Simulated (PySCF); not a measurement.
Si(H)3(Me) (CH6Si), SMILES C[SiH3].

Geometry: B3LYP-D3(BJ)/def2-TZVP. The isomer is the one that the SMILES or the coordinates give; other isomers of the formula were not compared.

These are PBE/def2-TZVPD (PySCF) values and carry that method's errors.

Symmetry labels are those of the subgroup Cs that the program uses (full group C3v).

**Question.** List the valence orbital energies around the gap with their symmetry. (The exact figures need the calculation; the answer reports its results.)

**Answer.** 
```
orbital  symmetry  energy (eV)
-------  --------  -----------
HOMO−7         A'       -93.76
HOMO−6         A'       -17.35
HOMO−5         A'       -12.72
HOMO−4         A'       -10.06
HOMO−3         A"       -10.06
HOMO−2         A"        -8.02
HOMO−1         A'        -8.02
HOMO           A'        -7.90
LUMO           A'        -0.47
LUMO+1         A'         0.19
LUMO+2         A'         0.57
LUMO+3         A"         0.57
```
